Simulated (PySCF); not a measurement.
Ranking problems on computed properties.

Each SMILES stands for a single optimised conformer of the isolated species, non-relativistic unless stated. Electronic properties by PySCF.

Dipoles, sizes and rotational constants follow the conformer. The torsions of the flexible species, by atom-mapped SMILES:
- `[CH:1]#[C:2][C:3](=[O:4])[C:5]1=[CH:6][C:7]([F:8])([F:9])[O:10]1`: C2–C3–C5–C6 180°
- `[CH:1]#[C:2][CH2:3][C:4](=[CH2:5])[CH2:6][Cl:7]`: C2–C3–C4–C5 109°, C3–C4–C6–Cl7 -73°
- `[CH3:1][CH2:2][CH2:3][SiH:4]([F:5])[F:6]`: C1–C2–C3–Si4 -178°, C2–C3–Si4–F5 62°
- `[CH3:1][C:2](=[S:3])[SiH2:4][SiH3:5]`: C1–C2–Si4–Si5 -94°
- `[CH2:1]=[C:2]([C:3]#[N:4])[C@@:5]1([F:6])[CH2:7][O:8]1`: C1–C2–C5–F6 3°
- `[N:1]#[C:2][C@@:3]([F:4])([CH2:5][F:6])[CH2:7][Cl:8]`: C2–C3–C5–F6 171°, C2–C3–C7–Cl8 -55°

Question: Rank by HOMO–LUMO gap, highest first (CAM-B3LYP/def2-SVPD at GFN2-xTB geometries).
A. `N#[N+][O-]`
B. `F[C@H]1C=CC=C(Cl)C1`
C. `C=C(C#N)[C@@]1(F)CO1`
D. `C(CC(CCl)=C)#C`
E. `CC(=S)[SiH2][SiH3]`
F. `C#CC(=O)C1=CC(F)(F)O1`
G. `CCC[SiH](F)F`

Answer: A (12.44 eV), G (11.53 eV), D (9.58 eV), C (8.95 eV), B (7.55 eV), F (7.06 eV), E (6.29 eV).

Q: Give the two extremes of that set in kcal/mol.

A: `CC(=S)[SiH2][SiH3]`: 145 kcal/mol; `N#[N+][O-]`: 287 kcal/mol.

Question: Rank by electronic spatial extent ⟨r²⟩ about the centre of nuclear charge, lowest first (CAM-B3LYP/def2-SVPD at GFN2-xTB geometries).
A. `[O-][N+]#N`
B. `[SiH3][SiH2]C(C)=S`
C. `CCC[SiH](F)F`
D. `C=C(C#N)[C@@]1(F)CO1`
E. `C(Cl)C(=C)CC#C`
F. `C#CC(=O)C1=CC(F)(F)O1`
G. `F[C@H]1C=CC=C(Cl)C1`

Answer: A (105 bohr²), D (856 bohr²), C (997 bohr²), E (1079 bohr²), B (1102 bohr²), G (1155 bohr²), F (1479 bohr²).

Question: Rank by HOMO energy, highest first (CAM-B3LYP/def2-SVPD at GFN2-xTB geometries).
A. `CCC[SiH](F)F`
B. `[C@]1(CO1)(C(=C)C#N)F`
C. `C#CCC(=C)CCl`
D. `CC(=S)[SiH2][SiH3]`

Answer: D (-7.63 eV), C (-9.12 eV), B (-9.86 eV), A (-10.35 eV).

Question: Rank by lowest triplet excitation (Tamm–Dancoff), lowest first (TDA CAM-B3LYP/def2-SVPD at GFN2-xTB geometries).
A. `C#CCC(=C)CCl`
B. `CCC[SiH](F)F`
C. `C=C(C#N)[C@]1(F)OC1`
D. `C#CC(=O)C1=CC(F)(F)O1`

Answer: D (2.52 eV), C (3.72 eV), A (4.28 eV), B (7.78 eV).

Question: Rank by dipole moment, highest first (CAM-B3LYP/def2-SVPD at GFN2-xTB geometries).
A. `C#CC(=O)C1=CC(F)(F)O1`
B. `N#[N+][O-]`
C. `C#CCC(=C)CCl`
D. `F[C@]1(C(=C)C#N)CO1`
E. `F[C@H]1C=CC=C(Cl)C1`

Answer: D (2.95 D), E (2.25 D), C (1.70 D), A (1.17 D), B (0.06 D).

Question: Rank by smallest rotational constant, highest first (GFN2-xTB).
A. `C1(C=C(C(C#C)=O)O1)(F)F`
B. `N#C[C@@](F)(CF)CCl`
C. `CC(=S)[SiH2][SiH3]`
D. `C=C1/C(=C\Cl)C[C@@H]1F`
E. `N#[N+][O-]`

Answer: E (13.266 GHz), C (1.175 GHz), B (1.090 GHz), D (0.801 GHz), A (0.717 GHz).
